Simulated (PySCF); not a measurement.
These 2 structures share the formula C2H7B. Method used: PBE0-D3(BJ)/def2-SVP geometry optimisation, gas phase (PySCF). One conformer each; no zero-point energy, no entropy. No frequencies were run at this level. Point groups hold within 0.08 Å.

Problem. Rank from lowest to highest electronic energy at this level (kJ/mol).
A. `CBC` (BMe2H)
B. `[BH2:1][CH2:2][CH3:3]` with H–B1–C2–C3 179° and -1°

Solution. A (0.0), B (63.0).

```json
{"SMILES": "[H]B(C)C", "E (Eh)": "-105.05813", "E rel (kJ/mol)": "0.0", "dipole (D)": "0.47", "point group": "C2", "A, B, C (MHz)": "36844, 7450, 6701"}
{"SMILES": "BCC", "E (Eh)": "-105.03414", "E rel (kJ/mol)": "63.0", "dipole (D)": "0.73", "point group": "Cs", "A, B, C (MHz)": "33507, 8465, 7362"}
```

Problem. How do the relative energies change in single points at PBE0/pcSseg-1 (no added dispersion term) on the same geometries?

Solution. 
```
  SMILES  PBE0-D3(BJ)/def2-SVP (kJ/mol)  PBE0/pcSseg-1 (kJ/mol)  shift
[H]B(C)C                            0.0                     0.0    0.0
     BCC                           63.0                    62.8   -0.2
```

Each column counts from its own lowest isomer. The order is unchanged; the largest shift is 0.2 kJ/mol.
